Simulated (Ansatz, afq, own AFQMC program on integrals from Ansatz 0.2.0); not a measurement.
## CH$_{3}$N, singlet in aug-cc-pVDZ, levels against CCSDT(Q)

```yaml
atoms:
  - { symbol: N, position_ang: [0.0000, -0.1232, -0.6250] }
  - { symbol: C, position_ang: [0.0000, 0.0600, 0.6223] }
  - { symbol: H, position_ang: [0.0000, -0.8099, 1.2818] }
  - { symbol: H, position_ang: [0.0000, 1.0402, 1.1129] }
  - { symbol: H, position_ang: [0.0000, 0.7666, -1.1253] }
```

Connectivity, by distances: NH–CH2.

Basis aug-cc-pVDZ. Noble-gas cores (and the filled d shells of Ga–Kr and In–Xe) are frozen. Integrals, coupled cluster, full CI and functionals: Ansatz 0.2.0; the random walks run on the same integrals in our own AFQMC program. The CISD trial takes its coefficients from CCSD amplitudes. Released means that phaseless walkers are propagated on without the constraint, phases kept. Free projection: walkers drawn from exp(T), propagated without any constraint. Its projection time is finite, and what remains of the start isn't in its error. ± is one standard error of the sampling.

Determinant: RHF, the one that the program's search chose, which needn't be the lowest solution. The geometry is a PBE0/def2-TZVP stationary point of this or a neighbouring charge and spin state.

No full CI on the walks' own integrals is used here; CCSDT(Q) serves as the reference and is uncertain by about the last step of the cluster series.

```
T1 diagnostic                               : 0.0124
weight of the determinant in the CISD state : 0.879
size of the correlated space                : 12 electrons in 71 orbitals
```

Reference: CCSDT(Q), correlation energy -9.522 eV. The released energy is read at 2.40 1/Eh (meV from the phaseless value at times in 1/Eh: -5 ± 5 at 0.24, -4 ± 4 at 0.51, -11 ± 4 at 0.99, -17 ± 5 at 1.62, -16 ± 7 at 2.40).

```
         level  E − E(reference) (mEh)  share of correlation (%)
            HF                  349.94                      0.00
           MP2                   35.64                     89.82
          CCSD                   13.65                     96.10
       CCSD(T)                    1.40                     99.60
         CCSDT                    0.96                     99.73
   ph-AFQMC/HF            -2.09 ± 0.99                    100.60
 ph-AFQMC/CISD             0.09 ± 0.20                     99.97
released AFQMC            -0.51 ± 0.24                    100.14
    free AFQMC             0.24 ± 0.24                     99.93
```

Free projections are given only where their last times agree within the noise and don't stop above the reference; a slow remainder of the start can still hide under it. A walk keeps the symmetry of its determinant, which the program's search chose and which needn't be the lowest solution, so a lower state of the same spin and another symmetry isn't excluded. Released energies are given only where the last usable release times agree within the noise; a slower fall can still hide under it.
